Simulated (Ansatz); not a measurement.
A nudged elastic band was laid between two geometries of AlH6NS (9 atoms, charge 0, multiplicity 1).

All numbers below come from Ansatz 0.2.0, RKS PBE0/def2-SVP.

```
movable images  : 7
climbing image  : yes
spring          : 5.0 eV/Å²
optimiser       : quadratic models (default)
start path      : through a guess of the saddle point
force threshold : 0.05 eV/Å
iteration limit : 55
end points      : relaxed
```

Image 0:

```xyz
9
Properties=species:S:1:pos:R:3
Al -0.017 0.129 0.243
N -0.018 -0.043 2.074
H -0.812 -0.445 2.566
H 0.827 -0.292 2.581
H 1.410 0.072 -0.459
H -1.396 -0.201 -0.486
S -0.281 2.713 0.663
H -1.632 2.684 0.671
H -0.191 1.900 1.794
```

Image 8:

```xyz
9
Properties=species:S:1:pos:R:3
Al -0.106 0.565 0.120
N 0.004 0.151 2.155
H -0.766 -0.419 2.507
H 0.879 -0.294 2.433
H 1.347 0.094 -0.347
H -1.427 -0.237 -0.291
S -0.323 2.800 0.248
H -1.673 2.792 0.208
H -0.046 1.065 2.614
```

Task: Which bonds break or form, and what moves?

Result: Bonds broken: S7–H9. Bonds formed: N2–H9.

Task: What energy profile does the band end with?

Result: The forces met the threshold. The highest image is number 0 of 0 to 8, 0.0 kcal/mol above the first end and 29.2 kcal/mol above the last; the last end lies 29.2 kcal/mol below the first. The highest image is an end point: on this band no image between the ends rises above it. The orbitals stay closed-shell, which can raise the energy where a bond breaks towards radicals; this wasn't checked here.

```json
{"image": "0", "path coordinate (Å)": "0.00", "energy (kcal/mol)": "0.0", "S7–H9 (Å)": "1.40", "N2–H9 (Å)": "1.97"}
{"image": "1", "path coordinate (Å)": "0.03", "energy (kcal/mol)": "0.0", "S7–H9 (Å)": "1.40", "N2–H9 (Å)": "1.94"}
{"image": "2", "path coordinate (Å)": "0.30", "energy (kcal/mol)": "-0.5", "S7–H9 (Å)": "1.49", "N2–H9 (Å)": "1.63"}
{"image": "3", "path coordinate (Å)": "0.57", "energy (kcal/mol)": "-6.5", "S7–H9 (Å)": "1.71", "N2–H9 (Å)": "1.33"}
{"image": "4", "path coordinate (Å)": "0.84", "energy (kcal/mol)": "-19.8", "S7–H9 (Å)": "1.99", "N2–H9 (Å)": "1.10"}
{"image": "5", "path coordinate (Å)": "1.10", "energy (kcal/mol)": "-26.3", "S7–H9 (Å)": "2.31", "N2–H9 (Å)": "1.04"}
{"image": "6", "path coordinate (Å)": "1.37", "energy (kcal/mol)": "-28.3", "S7–H9 (Å)": "2.59", "N2–H9 (Å)": "1.03"}
{"image": "7", "path coordinate (Å)": "1.64", "energy (kcal/mol)": "-29.0", "S7–H9 (Å)": "2.81", "N2–H9 (Å)": "1.02"}
{"image": "8", "path coordinate (Å)": "1.90", "energy (kcal/mol)": "-29.2", "S7–H9 (Å)": "2.95", "N2–H9 (Å)": "1.02"}
```

Run time: 5.4 min on 1 thread of Intel(R) Xeon(R) Platinum 8259CL CPU @ 2.50GHz (Skylake/Cascade Lake) (shared host), peak memory 0.17 GiB.
